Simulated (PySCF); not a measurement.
**One shape, several levels: BPH5Cl (SMILES [PH3+][BH2-]Cl)**

We compute a comparison of 4 runs (SVWN5/cc-pVDZ, SVWN5/cc-pV(D+d)Z, SVWN5/cc-pVTZ, SVWN5/cc-pV(T+d)Z) of BPH5Cl. 

Program for the calculation: PySCF 2.14.0.

## Step 1: The structure to begin with

BPH5Cl has 8 atoms, charge 0, and is taken as a singlet. SMILES: `[PH3+][BH2-]Cl`. The coordinates come from a GFN2-xTB relaxation.

Bond lengths: P1–B2 1.922 Å, B2–Cl3 1.866 Å, P1–H4 1.399 Å, P1–H5 1.375 Å, P1–H6 1.375 Å, B2–H7 1.181 Å, B2–H8 1.181 Å. Some angles: P1–B2–Cl3 89.1°, P1–B2–H7 111.5°, P1–B2–H8 111.5°, Cl3–B2–H7 112.2°, Cl3–B2–H8 112.2°, B2–P1–H4 129.2°, B2–P1–H5 113.2°, B2–P1–H6 113.1°, H7–B2–H8 117.0°, H4–P1–H5 98.5°.

## Step 2: The charge distribution at SVWN5/cc-pVDZ (run 1)

Contents of input.py:

```python
import numpy
from pyscf import gto, scf, dft, lo

molecule = gto.M(
    atom='''
P       -0.565410       0.538010      -0.299670
B        0.597240      -0.932890       0.124140
Cl       1.369870       0.104360       1.468720
H       -1.560340       0.625870      -1.279480
H        0.113310       1.697040      -0.593150
H       -1.300440       0.973170       0.777450
H       -0.006130      -1.850370       0.558760
H        1.351900      -1.155190      -0.756770
''',
    max_memory=1860,
    basis='cc-pvdz',
    charge=0,
    verbose=3,
)

mf = dft.RKS(molecule, xc='svwn')
mf.conv_tol = 1e-10
mf.grids.level = 4
mf.kernel()
if not mf.converged:
    mf = mf.newton().run(mf.mo_coeff, mf.mo_occ)

etot = mf.e_tot
print('Final energy', etot)
mf.analyze()
quad = mf.quad_moment()
occ = mf.mo_coeff[:, mf.mo_occ > 0]
iaos = lo.vec_lowdin(lo.iao.iao(molecule, occ), mf.get_ovlp())
c = iaos.T @ mf.get_ovlp() @ occ
pop_iao, q_iao = scf.hf.mulliken_pop(lo.iao.reference_mol(molecule), (c * mf.mo_occ[mf.mo_occ > 0]) @ c.T, numpy.eye(c.shape[0]), verbose=0)
print('IAO charges', numpy.round(q_iao, 4))
```

Command:

```
$ OMP_NUM_THREADS=1 python input.py
```

Standard output:

```text
converged SCF energy = -826.335378060293
[... 12 lines left out ...]
MO #11  energy= -4.57986200650466  occ= 2
[... 12 lines left out ...]
MO #24  energy= -0.000864204127947854 occ= 0
[... 12 lines left out ...]
MO #37  energy= 0.425769393367885  occ= 0
[... 12 lines left out ...]
MO #50  energy= 0.754416266688597  occ= 0
[... 12 lines left out ...]
MO #63  energy= 1.3691825953335    occ= 0
[... 21 lines left out ...]
Dipole moment(X, Y, Z, Debye): -3.00897,  2.21430, -1.93670
[... 2 lines left out ...]
IAO charges [ 0.4936 -0.4575 -0.2072 -0.002   0.039   0.039   0.0476  0.0475]
```

Wall time 6 s (1 thread of Arm Neoverse V2, shared host); peak memory 0.24 GiB.

Atomic charges (e):

| atom | Mulliken | IAO |
| --- | --- | --- |
| P1 | +0.117 | +0.494 |
| B2 | -0.269 | -0.458 |
| Cl3 | -0.167 | -0.207 |
| H4 | +0.057 | -0.002 |
| H5 | +0.099 | +0.039 |
| H6 | +0.099 | +0.039 |
| H7 | +0.031 | +0.048 |
| H8 | +0.031 | +0.048 |

## Step 3: Energy and one-electron properties at SVWN5/cc-pV(D+d)Z (run 2)

Contents of run.py:

```python
import numpy
from pyscf import gto, scf, dft, lo

mol = gto.Mole()
mol.atom = '''
P     -0.565410     0.538010    -0.299670
B      0.597240    -0.932890     0.124140
Cl     1.369870     0.104360     1.468720
H     -1.560340     0.625870    -1.279480
H      0.113310     1.697040    -0.593150
H     -1.300440     0.973170     0.777450
H     -0.006130    -1.850370     0.558760
H      1.351900    -1.155190    -0.756770
'''
mol.verbose = 3
mol.max_memory = 1860
mol.basis = 'cc-pv(d+d)z'
mol.spin = 0
mol.build()

mf = dft.RKS(mol, xc='svwn')
mf.conv_tol = 1e-10
mf.grids.level = 4
mf.kernel()
if not mf.converged:
    mf = mf.newton().run(mf.mo_coeff, mf.mo_occ)

etot = mf.e_tot
print(f'total energy: {etot:.8f} hartree')
dip = mf.dip_moment()
pop, q = mf.mulliken_pop()
quad = mf.quad_moment()
occ = mf.mo_coeff[:, mf.mo_occ > 0]
iaos = lo.vec_lowdin(lo.iao.iao(mol, occ), mf.get_ovlp())
c = iaos.T @ mf.get_ovlp() @ occ
pop_iao, q_iao = scf.hf.mulliken_pop(lo.iao.reference_mol(mol), (c * mf.mo_occ[mf.mo_occ > 0]) @ c.T, numpy.eye(c.shape[0]), verbose=0)
print('IAO charges', numpy.round(q_iao, 4))
```

Command:

```
$ OMP_NUM_THREADS=1 python run.py
```

Standard output:

```text
converged SCF energy = -826.343947061807
total energy: -826.34394706 hartree
Dipole moment(X, Y, Z, Debye): -2.93993,  2.16232, -1.89294
[... 97 lines left out ...]
IAO charges [ 0.5181 -0.4668 -0.2023 -0.0095  0.0312  0.0312  0.049   0.049 ]
```

Wall time 6.9 s (1 thread of Arm Neoverse V2, shared host); peak memory 0.28 GiB.

Atomic charges (e):

| atom | Mulliken | IAO |
| --- | --- | --- |
| P1 | +0.133 | +0.518 |
| B2 | -0.278 | -0.467 |
| Cl3 | -0.160 | -0.202 |
| H4 | +0.051 | -0.009 |
| H5 | +0.093 | +0.031 |
| H6 | +0.093 | +0.031 |
| H7 | +0.034 | +0.049 |
| H8 | +0.034 | +0.049 |

## Step 4: Energy and one-electron properties at SVWN5/cc-pVTZ (run 3)

Contents of start.xyz:

```xyz
8
BClH5P
P     -0.565410     0.538010    -0.299670
B      0.597240    -0.932890     0.124140
Cl     1.369870     0.104360     1.468720
H     -1.560340     0.625870    -1.279480
H      0.113310     1.697040    -0.593150
H     -1.300440     0.973170     0.777450
H     -0.006130    -1.850370     0.558760
H      1.351900    -1.155190    -0.756770
```

Contents of job.py:

```python
import numpy
from pyscf import gto, scf, dft, lo

mol = gto.M(
    atom='start.xyz',
    charge=0,
    max_memory=1860,
    spin=0,
    basis='cc-pvtz',
    verbose=4,
)

ks = dft.RKS(mol)
ks.xc = 'svwn'
ks.grids.level = 4
ks.conv_tol = 1e-10
ks.kernel()
if not ks.converged:
    ks = ks.newton().run(ks.mo_coeff, ks.mo_occ)

energy = ks.e_tot
print('Final energy', energy)
ks.analyze()
quad = ks.quad_moment()
occ = ks.mo_coeff[:, ks.mo_occ > 0]
iaos = lo.vec_lowdin(lo.iao.iao(mol, occ), ks.get_ovlp())
c = iaos.T @ ks.get_ovlp() @ occ
pop_iao, q_iao = scf.hf.mulliken_pop(lo.iao.reference_mol(mol), (c * ks.mo_occ[ks.mo_occ > 0]) @ c.T, numpy.eye(c.shape[0]), verbose=0)
print('IAO charges', numpy.round(q_iao, 4))
```

Command:

```
$ OMP_NUM_THREADS=1 python job.py
```

Standard output:

```text
PySCF version 2.14.0

[... 109 lines left out ...]
MO #19  energy= -0.318784145130092 occ= 2
[... 29 lines left out ...]
MO #49  energy= 0.474702900210576  occ= 0
[... 29 lines left out ...]
MO #79  energy= 1.41801959639173   occ= 0
[... 29 lines left out ...]
MO #109 energy= 2.22923234436007   occ= 0
[... 29 lines left out ...]
MO #139 energy= 3.66180860070773   occ= 0
[... 208 lines left out ...]
Dipole moment(X, Y, Z, Debye): -2.93739,  2.05031, -1.94939
[... 2 lines left out ...]
IAO charges [ 0.505  -0.4653 -0.2104 -0.0031  0.0373  0.0373  0.0497  0.0496]
```

It took 20 s on 1 thread of Arm Neoverse V2, shared host; peak memory 1.1 GiB.

Atomic charges (e):

| atom | Mulliken | IAO |
| --- | --- | --- |
| P1 | +0.029 | +0.505 |
| B2 | -0.359 | -0.465 |
| Cl3 | -0.198 | -0.210 |
| H4 | +0.077 | -0.003 |
| H5 | +0.133 | +0.037 |
| H6 | +0.133 | +0.037 |
| H7 | +0.092 | +0.050 |
| H8 | +0.092 | +0.050 |

## Step 5: Energy and one-electron properties at SVWN5/cc-pV(T+d)Z (run 4)

Contents of calc.py:

```python
import numpy
from pyscf import gto, scf, dft, lo

mol = gto.M(
    atom='''
P   -0.565410   0.538010  -0.299670
B    0.597240  -0.932890   0.124140
Cl   1.369870   0.104360   1.468720
H   -1.560340   0.625870  -1.279480
H    0.113310   1.697040  -0.593150
H   -1.300440   0.973170   0.777450
H   -0.006130  -1.850370   0.558760
H    1.351900  -1.155190  -0.756770
''',
    max_memory=1860,
    verbose=4,
    basis='cc-pv(t+d)z',
    spin=0,
)

mf = dft.RKS(mol, xc='svwn')
mf.conv_tol = 1e-10
mf.grids.level = 4
mf.kernel()
if not mf.converged:
    mf = mf.newton().run(mf.mo_coeff, mf.mo_occ)

e_tot = mf.e_tot
print(f'total energy: {e_tot:.8f} hartree')
dip = mf.dip_moment()
pop, q = mf.mulliken_pop()
quad = mf.quad_moment()
occ = mf.mo_coeff[:, mf.mo_occ > 0]
iaos = lo.vec_lowdin(lo.iao.iao(mol, occ), mf.get_ovlp())
c = iaos.T @ mf.get_ovlp() @ occ
pop_iao, q_iao = scf.hf.mulliken_pop(lo.iao.reference_mol(mol), (c * mf.mo_occ[mf.mo_occ > 0]) @ c.T, numpy.eye(c.shape[0]), verbose=0)
print('IAO charges', numpy.round(q_iao, 4))
```

Command:

```
$ OMP_NUM_THREADS=1 python calc.py
```

Standard output:

```text
PySCF version 2.14.0

[... 80 lines left out ...]
converged SCF energy = -826.398267683764
total energy: -826.39826768 hartree
Dipole moment(X, Y, Z, Debye): -2.89902,  2.02173, -1.92490
[... 190 lines left out ...]
IAO charges [ 0.5192 -0.4708 -0.2077 -0.0074  0.0329  0.0329  0.0505  0.0505]
```

Run time: 23 s. Hardware: 1 thread of Arm Neoverse V2, shared host; peak memory 1.3 GiB.

Atomic charges (e):

| atom | Mulliken | IAO |
| --- | --- | --- |
| P1 | +0.086 | +0.519 |
| B2 | -0.349 | -0.471 |
| Cl3 | -0.202 | -0.208 |
| H4 | +0.060 | -0.007 |
| H5 | +0.112 | +0.033 |
| H6 | +0.112 | +0.033 |
| H7 | +0.091 | +0.051 |
| H8 | +0.091 | +0.051 |

## Step 6: Overview of the runs

| run | level | energy (Eh) | dipole moment (D) | HOMO energy (eV) | LUMO energy (eV) | wall time |
| --- | --- | --- | --- | --- | --- | --- |
| 1 | SVWN5/cc-pVDZ | -826.335378 | 4.21 | -6.32 | -0.45 | 6 s |
| 2 | SVWN5/cc-pV(D+d)Z | -826.343947 | 4.11 | -6.34 | -0.56 | 6.9 s |
| 3 | SVWN5/cc-pVTZ | -826.393477 | 4.08 | -6.57 | -0.78 | 20 s |
| 4 | SVWN5/cc-pV(T+d)Z | -826.398268 | 4.02 | -6.58 | -0.84 | 23 s |

Convergence of the dipole moment of singlet BPH5Cl with the basis set, against the last point:

| basis set | from the last (D) | wall time |
| --- | --- | --- |
| cc-pVDZ | +0.1835 | 6 s |
| cc-pV(D+d)Z | +0.0867 | 6.9 s |
| cc-pVTZ | +0.0537 | 20 s |
| cc-pV(T+d)Z | +0.0000 | 23 s |

Convergence of the total energy of singlet BPH5Cl with the basis set, against the last point:

| basis set | from the last (mEh) | wall time |
| --- | --- | --- |
| cc-pVDZ | +62.890 | 6 s |
| cc-pV(D+d)Z | +54.321 | 6.9 s |
| cc-pVTZ | +4.791 | 20 s |
| cc-pV(T+d)Z | +0.000 | 23 s |

## Step 7: Outcome

| quantity | value |
| --- | --- |
| run 4: total energy | -826.39827 Eh |
| run 4: dipole moment | 4.02 D |
| run 4: HOMO energy | -6.58 eV |
| run 4: LUMO energy | -0.84 eV |
| run 4: HOMO–LUMO gap | 5.74 eV |

What this shows: For the dipole moment of singlet BPH5Cl to stay within 0.1 D of the last point, cc-pV(D+d)Z is the first point of the series from which all later ones do (6.9 s against 23 s). The dipole moment (its size) runs from 4.02 D (SVWN5/cc-pV(T+d)Z) to 4.21 D (SVWN5/cc-pVDZ). The HOMO–LUMO gap runs from 5.74 eV (SVWN5/cc-pV(T+d)Z) to 5.87 eV (SVWN5/cc-pVDZ). All runs together took 57 s, the longest 23 s.
